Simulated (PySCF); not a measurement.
Molecule: `C=C/C(F)=C/C`, C5H7F.

Geometry:
```tsv
atom	x (Å)	y (Å)	z (Å)
C1	2.118	1.227	1.046
C2	1.351	0.796	0.037
C3	0.115	0.054	0.213
F4	-0.211	-0.184	1.493
C5	-0.683	-0.387	-0.771
C6	-1.948	-1.144	-0.575
H7	3.039	1.782	0.856
H8	1.842	1.034	2.085
H9	1.633	0.992	-1.001
H10	-0.359	-0.159	-1.790
H11	-2.813	-0.581	-0.966
H12	-2.128	-1.352	0.488
H13	-1.926	-2.103	-1.118
```

Spin–spin couplings on one PBE0-D3(BJ)/def2-SVP geometry, PySCF 2.14, gas phase, non-relativistic, equivalent pairs averaged (spin–dipole term only in couplings to heteroatoms); isotopes ¹³C, ¹⁹F, ¹H; functional B3LYP.

How do the couplings (Hz) change with the basis set? Times are CPU seconds on 1 thread of an Arm Neoverse V2, shared host. Far from the basis limit: 6-31G*, pcJ-0, def2-TZVP, cc-pVTZ.

Results:


```
basis set  functions  ¹J(C3,F4)  ¹J(C1,H8)  ¹J(C1,H7)  ¹J(C5,H10)  ¹J(C2,H9)  ¹J(C6,H11)  ¹J(C3,C5)  core-s
   6-31G*         98     -206.6      171.9      170.6       164.0      161.7       144.2      107.6     9.8
    pcJ-0         99     -365.6      150.9      150.8       147.5      147.3       116.3       70.0     8.8
def2-TZVP        228     -345.7      162.0      162.3       158.2      158.2       127.3       93.6      32
  cc-pVTZ        278     -309.7      154.4      154.9       150.4      149.3       119.1      105.8      66
```

The Fermi-contact term samples the wavefunction at the nucleus, which is why sets with added tight s functions (names with J) are made for couplings.
